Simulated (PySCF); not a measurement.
From one molecule to another.

First species: C4H6O.
InChI=1S/C4H6O/c1-3-5-4-2/h1H,4H2,2H3

Second species: FH5Si2.
Z-matrix (Å and degrees, PBE0-D3(BJ)/def2-SVP geometry), rows numbered from 1:
```
F 
Si  1  1.6327
Si  2  2.3421  1  108.34
H   2  1.4930  1  108.17  3  -121.01
H   2  1.4930  1  108.13  3   120.97
H   3  1.4940  2  110.22  1    60.51
H   3  1.4940  2  110.17  1   -60.16
H   3  1.4964  2  108.90  1  -179.82
```

Levels: CAM-B3LYP/def2-SVPD for dipole moment, HOMO energy, LUMO energy, HOMO–LUMO gap, static isotropic polarisability and electronic spatial extent ⟨r²⟩ about the centre of nuclear charge; TDDFT CAM-B3LYP/def2-SVPD for lowest singlet excitation; PBE0-D3(BJ)/def2-SVP for rotational constant A and rotational constant C. Geometries: PBE0-D3(BJ)/def2-SVP. All species are isolated and taken at one optimised geometry, non-relativistic unless stated; the electronic structure was computed with PySCF and density fitting.

Dipoles, sizes and rotational constants follow the conformer. The torsions of the flexible species, by atom-mapped SMILES:
- `[CH:1]#[C:2][O:3][CH2:4][CH3:5]`: C2–O3–C4–C5 69°

Which has the higher HOMO energy?

The first: -8.34 eV against -9.77 eV, a difference of 1.43 eV.

Which has the higher LUMO energy?

The first: 1.23 eV against 0.37 eV, a difference of 0.86 eV.

Which has the higher rotational constant C?

The second: 2.917 GHz against 2.861 GHz, a difference of 0.056 GHz.

Which has the higher rotational constant A?

The second: 15.284 GHz against 12.135 GHz, a difference of 3.149 GHz.

Which of the two has the higher S1 energy, and by how much?

The second: 6.54 eV against 6.21 eV, a difference of 0.33 eV.

Which has the higher static isotropic polarisability?

The second: 58.4 au against 52.4 au, a difference of 6.0 au.

Which has the higher dipole moment?

The first: 2.15 D against 1.54 D, a difference of 0.61 D.

Which of the two has the higher HOMO–LUMO gap, and by how much?

The second: 10.14 eV against 9.57 eV, a difference of 0.57 eV.

On the first: No computed singlet falls in the visible range (750 to 380 nm, 1.65 to 3.26 eV); S1 lies 2.95 eV above its blue end. The principal polarisabilities are 42.5, 45.3 and 69.2 au; their mean is the isotropic value.

On the second: A dipole of 1.54 D is allowed in Cs, and pure rotational transitions are dipole-allowed. The principal polarisabilities are 52.3, 54.1 and 68.7 au; their mean is the isotropic value.
